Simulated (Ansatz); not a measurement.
H2O2, singlet: energies of several shapes or isomers

Computed with Ansatz's Gaussian-basis code (development build); MRCISD by development code. Basis cc-pVDZ, nonrelativistic, 2 orbitals frozen in the corrections; active space CAS(2,2). Restricted Hartree–Fock, then the lowest state-specific CASSCF solution met for each case. On stretched bonds single-reference methods can fail or change state. Unlike active orbitals can shift such differences by tenths of an eV, at times by over 1 eV.

Case A:

```json
{"atom": "O", "x (Å)": "-0.0528", "y (Å)": "0.1189", "z (Å)": "-0.7244"}
{"atom": "O", "x (Å)": "-0.0528", "y (Å)": "-0.1189", "z (Å)": "0.7244"}
{"atom": "H", "x (Å)": "0.4220", "y (Å)": "-0.6857", "z (Å)": "-1.0052"}
{"atom": "H", "x (Å)": "0.4220", "y (Å)": "0.6857", "z (Å)": "1.0052"}
```

Case B:

| atom | x (Å) | y (Å) | z (Å) |
| --- | --- | --- | --- |
| O | 0.0000 | 0.1072 | 0.7341 |
| O | 0.0000 | 0.1072 | -0.7341 |
| H | 0.0000 | -0.8573 | 0.8808 |
| H | 0.0000 | -0.8573 | -0.8808 |

Energy less that of case A, in eV:

```tsv
case	RHF/ROHF	CASSCF
B	+0.418	+0.425
```

Task: What does MRCISD+Q give for these differences?

Result: B: +0.394 eV (9.1 kcal/mol).
